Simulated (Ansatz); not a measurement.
Total energies of the cluster LiF2⁻ (the lowest singlet isomer of a short search) from Ansatz at PBE0-D4/def2-TZVPD, gas phase (1 Eh = 27.2114 eV = 2625.5 kJ/mol). The reference geometry is relaxed at r2SCAN-D4/def2-TZVPD.

```xyz
3

Li    0.0000    0.0000    0.0000
F    -1.5229   -0.5967   -0.4418
F     1.5229    0.5967    0.4417
```

```json
{"state": "charge -1 singlet", "geometry": "reference", "energy (Eh)": "-207.25878"}
{"state": "charge 0 doublet", "geometry": "reference", "energy (Eh)": "-207.05905"}
{"state": "charge -1 triplet", "geometry": "relaxed at r2SCAN-D4/def2-TZVPD", "energy (Eh)": "-207.08645"}
{"state": "charge -1 quintet", "geometry": "relaxed at r2SCAN-D4/def2-TZVPD", "energy (Eh)": "-206.81232"}
```

Work out the vertical ionisation energy to the doublet.

E(charge 0 doublet) − E(charge -1 singlet) = -207.05905 − (-207.25878) = 0.19973 Eh = 5.43 eV. For comparison, −ε of the highest occupied level is 2.99 eV at this level, 2.44 eV less.

Which of the charge -1 states is lowest, and how far above it are the others?

The singlet. triplet: -207.08645 − (-207.25878) = 0.17233 Eh = 452.5 kJ/mol; quintet: -206.81232 − (-207.25878) = 0.44646 Eh = 1172.2 kJ/mol. The quintet has fallen apart, so its energy is that of loose fragments and no spin gap. The quintet differs in its bonds from the reference.

At PBE0-D4/def2-TZVPD the highest occupied level of the charge -1 triplet lies above zero (up to 1.09 eV). The electron is either unbound and held by the finite basis, or the level is raised by self-interaction error. At PBE0-D4/def2-TZVPD the highest occupied level of the charge -1 quintet lies above zero (up to 1.32 eV).

The structure comes from a short search, and lower isomers may exist.
